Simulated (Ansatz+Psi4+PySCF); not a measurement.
**singlet F₂ in separate pieces: levels of theory in one basis**

```xyz
2

F     0.0000    0.0000    0.7103
F     0.0000    0.0000   -3.5515
```

Basis set: cc-pVTZ (spherical functions). Left uncorrelated: 2 orbitals. Charge 0, multiplicity 1.

Computed with Ansatz (development build ahead of 0.2.0); each method stands on the lowest determinant of its kind that the runs found.

```
     method  E − E(RHF) (eV)  <S²> of the determinant
        RHF             0.00                     0.00
        UHF           -10.73                     1.01
    UHF-MP2           -21.60                     1.01
   RHF-CCSD           -20.51                        –
   UHF-CCSD           -22.22                     1.01
RHF-CCSD(T)           -23.51                        –
UHF-CCSD(T)           -22.42                     1.01
```

Problem. What does RHF-MP2 give on the same scale?

Solution. -28.55 eV.

Problem. Is a single determinant a sound starting point here?

Solution. It is doubtful. Unrestricted orbitals lower Hartree–Fock by 10.73 eV and <S²> is 1.01 where a pure state has 0.00, a sign of strong static correlation.

Caution for RHF, RHF-MP2, RHF-CCSD, RHF-CCSD(T): an unrestricted determinant lies well below. Caution for UHF, UHF-MP2, UHF-CCSD, UHF-CCSD(T): the unrestricted determinant is a mixture of spin states; the determinant breaks the point group. Caution for RHF-MP2: large amplitudes, a single reference is doubtful. Caution for RHF-MP2, UHF-MP2: another reference gives a lower total. Caution for RHF-CCSD, RHF-CCSD(T): very large amplitudes, the method is breaking down; the program doubts this total.
